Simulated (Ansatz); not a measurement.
Ansatz (an electronic-structure program) input (r2SCAN/def2-TZVPP): A basis named .json is the Basis Set Exchange file of that set (core-valence sets with the plain set on hydrogen).

Ansatz 0.2 input:
```yaml
crystal:
  periodic: [false, false, false]
  atoms:
    - {symbol: F, position_ang: [-0.00000000, -0.00000000, -0.09245367]}
    - {symbol: H, position_ang: [0.00000000, 0.00000000, 0.83208299]}
basis:
  gaussian:
    orbitals: def2-TZVPP
    fitting: {mean_field: cc-pVTZ-JKFIT.json}
hamiltonian:
  xc: {name: r2SCAN}
magnetization: {spin_polarized: false}
```

Output:

```
Functional definition: r2SCAN
integrals: 0.00 GiB planned
109 factors; integrals over basis functions are off by at most 8.4e-1 eV
mean field: 0.07 GiB planned
mean field evaluation 1: about -2731.7927 eV, gradient 3.4e1 eV
mean field evaluation 2: about -2729.3743 eV, gradient 5.5e1 eV
mean field evaluation 4: about -2733.2916 eV, gradient 3.1e-1 eV
mean field evaluation 8: about -2733.2923 eV, gradient 4.0e-4 eV
mean field -2733.29233503 eV, -100.4466406201 hartree, gradient 7.4e-5 eV, S^2 0.000000; 0 other end points of the search recorded, 0 dependent functions left out
reference -2733.29233823 eV, -100.4466407380 hartree; 5, 5 occupied and 40, 40 virtual orbitals, 109 factors
Total energy: -2733.29233823 eV, -100.4466407380 hartree
```
